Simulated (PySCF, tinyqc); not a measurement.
Inside a calculation (part 2 of 2). Method: RHF in the sto-3g basis, for HF, spin multiplicity 1. The lowest restricted solution is unstable here: a spin-polarised one lies 0.1431 hartree lower (PySCF). Computed by tinyqc, a small Python program that keeps every step (integrals from PySCF). Command: `OMP_NUM_THREADS=1 python tinyqc.py 26219 26220 out.jsonl` (the two numbers bound the seeds that draw the settings). One thread of a shared host (Intel(R) Xeon(R) Processor @ 2.60GHz), about 0.1 s of CPU time with the checks.

Geometry (angstrom):
```
atom         x         y         z
F     0.000000  0.000000  0.000000
H     0.000000  0.000000  1.784000
```

## Iteration 37 (converged): orbitals

converged F (hartree):
```
             1F 1s      1F 2s     1F 2px     1F 2py     1F 2pz      2H 1s
1F 1s   -25.921522  -6.625717   0.000000   0.000000  -0.006694  -0.195223
1F 2s    -6.625717  -3.006714   0.000000   0.000000   0.003139  -0.231624
1F 2px    0.000000   0.000000  -0.465423   0.000000   0.000000   0.000000
1F 2py    0.000000   0.000000   0.000000  -0.465423   0.000000   0.000000
1F 2pz   -0.006694   0.003139   0.000000   0.000000  -0.137684  -0.246133
2H 1s    -0.195223  -0.231624   0.000000   0.000000  -0.246133  -0.135985
```

X:
```
            1F 1s      1F 2s    1F 2px    1F 2py     1F 2pz      2H 1s
1F 1s    1.022223  -0.123847  0.000000  0.000000  -0.000420   0.005168
1F 2s   -0.123847   1.025616  0.000000  0.000000   0.003299  -0.047995
1F 2px   0.000000   0.000000  1.000000  0.000000   0.000000   0.000000
1F 2py   0.000000   0.000000  0.000000  1.000000   0.000000   0.000000
1F 2pz  -0.000420   0.003299  0.000000  0.000000   1.003150  -0.046032
2H 1s    0.005168  -0.047995  0.000000  0.000000  -0.046032   1.006480
```

Diagonalise F' = X^T F X, C = X C', fill 5 alpha and 5 beta electrons from the bottom; D = 2 C_occ C_occ^T. Each column has its largest component positive (the first on a tie).

F' = X^T F X (hartree):
```
            1          2          3          4          5          6
1  -25.456712  -3.377431   0.000000   0.000000  -0.010905   0.002341
2   -3.377431  -1.856852   0.000000   0.000000   0.019088  -0.120114
3    0.000000   0.000000  -0.465423   0.000000   0.000000   0.000000
4    0.000000   0.000000   0.000000  -0.465423   0.000000   0.000000
5   -0.010905   0.019088   0.000000   0.000000  -0.116039  -0.237424
6    0.002341  -0.120114   0.000000   0.000000  -0.237424  -0.099206
```

orbital energies (hartree): MO1 -25.930561, MO2 -1.394003, MO3 -0.465423, MO4 -0.465423, MO5 -0.340820, MO6 0.136574

coefficients C:
```
              MO1        MO2       MO3        MO4        MO5        MO6
1F 1s    0.995105  -0.263126  0.000000   0.000000   0.019536   0.021338
1F 2s    0.019825   1.024090  0.000000   0.000000  -0.096444  -0.105289
1F 2px   0.000000   0.000000  0.925726  -0.378195   0.000000   0.000000
1F 2py   0.000000   0.000000  0.378195   0.925726   0.000000   0.000000
1F 2pz   0.000338   0.000255  0.000000   0.000000   0.698050  -0.721918
2H 1s   -0.001002   0.044441  0.000000   0.000000   0.657235   0.763883
```

D after iteration 37:
```
            1F 1s      1F 2s    1F 2px    1F 2py     1F 2pz      2H 1s
1F 1s    2.119701  -0.503243  0.000000  0.000000   0.027812   0.000298
1F 2s   -0.503243   2.116911  0.000000  0.000000  -0.134110  -0.035789
1F 2px   0.000000   0.000000  2.000000  0.000000   0.000000   0.000000
1F 2py   0.000000   0.000000  0.000000  2.000000   0.000000   0.000000
1F 2pz   0.027812  -0.134110  0.000000  0.000000   0.974548   0.917587
2H 1s    0.000298  -0.035789  0.000000  0.000000   0.917587   0.867867
```

Within a degenerate level the vectors are fixed only up to a rotation; this is one choice.

## Convergence

Stop when the energy changes by less than 1e-10 hartree and every element of the error matrix X^T (F D S - S D F) X is below 3e-06.

Course of the cycle:
```
iteration   E (hartree)     change  largest element of the error matrix
1          -43.24150615          -                             3.34e-01
2          -97.90236328  -5.47e+01                             2.08e-01
3          -97.92661401  -2.43e-02                             2.54e-01
4          -97.94100191  -1.44e-02                             2.78e-01
5          -97.98835254  -4.74e-02                             3.33e-01
6          -98.06356255  -7.52e-02                             3.80e-01
7          -98.16078079  -9.72e-02                             3.76e-01
8          -98.25665883  -9.59e-02                             2.73e-01
9          -98.30346012  -4.68e-02                             1.35e-01
10         -98.31061836  -7.16e-03                             9.08e-02
11         -98.31354230  -2.92e-03                             6.31e-02
12         -98.31500755  -1.47e-03                             4.26e-02
13         -98.31566889  -6.61e-04                             2.89e-02
14         -98.31597135  -3.02e-04                             1.95e-02
...                 ...        ...                                  ...
24         -98.31622682  -1.23e-07                             3.95e-04
25         -98.31622687  -5.65e-08                             2.67e-04
26         -98.31622690  -2.59e-08                             1.81e-04
27         -98.31622691  -1.19e-08                             1.23e-04
28         -98.31622692  -5.43e-09                             8.29e-05
29         -98.31622692  -2.49e-09                             5.61e-05
30         -98.31622692  -1.14e-09                             3.80e-05
31         -98.31622692  -5.22e-10                             2.57e-05
32         -98.31622692  -2.39e-10                             1.74e-05
33         -98.31622692  -1.10e-10                             1.18e-05
34         -98.31622692  -5.03e-11                             7.98e-06
35         -98.31622692  -2.30e-11                             5.40e-06
36         -98.31622692  -1.05e-11                             3.65e-06
37         -98.31622692  -4.80e-12                             2.47e-06
```

PySCF RHF in the same basis = -98.31622692 hartree

Converged in 37 iterations.

## Populations, bond orders and dipole

overlap S:
```
           1F 1s     1F 2s    1F 2px    1F 2py    1F 2pz     2H 1s
1F 1s   1.000000  0.237990  0.000000  0.000000  0.000000  0.006832
1F 2s   0.237990  1.000000  0.000000  0.000000  0.000000  0.092789
1F 2px  0.000000  0.000000  1.000000  0.000000  0.000000  0.000000
1F 2py  0.000000  0.000000  0.000000  1.000000  0.000000  0.000000
1F 2pz  0.000000  0.000000  0.000000  0.000000  1.000000  0.091078
2H 1s   0.006832  0.092789  0.000000  0.000000  0.091078  1.000000
```

Mulliken: Z minus the diagonal of D S on the atom; Loewdin: the same with S^(1/2) D S^(1/2); Mayer order: 2 sum_s sum (D(s) S)_ij (D(s) S)_ji over the two atoms.

Charges (e):
```
atom   Mulliken    Loewdin
1F    -0.051880  -0.049551
2H     0.051880   0.049551
```

Mayer bond orders:
```
pair     order
2-1   0.997308
```

dipole moment about the origin, x y z (debye): 0.000000  0.000000  0.798042
